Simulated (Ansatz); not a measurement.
```yaml
crystal:
  periodic: [false, false, false]
  atoms:
    - {symbol: Ge, position_ang: [-2.089400, -0.116667, 0.000000]}
    - {symbol: Al, position_ang: [0.151900, 0.233333, 0.000000]}
    - {symbol: N, position_ang: [1.937500, -0.116667, 0.000000]}
basis:
  gaussian: {orbitals: def2-TZVP}
hamiltonian: {xc: pbe0}
relax: {f_tol: 0.004, max_steps: 80}
```

```sh
$ ansatz run in.yaml --threads 1 --pin off --events-out ev --progress --plain --max-ram 2176MiB
```

Steps of the relaxation (energy above the last step; positions in Å, forces in eV/Å):

```
3
step 1, 5929.6 meV
Ge   -2.089   -0.117    0.000   -1.871   -0.343    0.000
Al    0.152    0.233    0.000    4.100   -0.030    0.000
N     1.938   -0.117    0.000   -2.229    0.373    0.000
```

```
3
step 2, 5696.5 meV
Ge   -2.147   -0.140    0.000   -0.242   -0.084    0.000
Al    0.215    0.275    0.000    1.384   -0.131    0.000
N     1.932   -0.135    0.000   -1.143    0.216    0.000
```

```
3
step 3, 5655.7 meV
Ge   -2.132   -0.168    0.000    0.074   -0.044    0.000
Al    0.244    0.335    0.000   -0.125    0.146    0.000
N     1.888   -0.167    0.000    0.051   -0.102    0.000
```

```
3
step 19, 0.0 meV
Ge   -1.119   -1.300    0.000    0.000    0.000    0.000
Al    1.146    1.332    0.000    0.000    0.000    0.000
N    -0.027   -0.032    0.000    0.000    0.000    0.000
```

Close pairs at the end: Ge1–N3 1.674 Å, Al2–N3 1.799 Å.

A stationary point of restricted PBE0 after 19 steps (its stability towards spin polarisation wasn't tested); no frequencies were run, so it isn't proven a minimum. 77 s on 1 thread of Arm Neoverse V2, shared host.
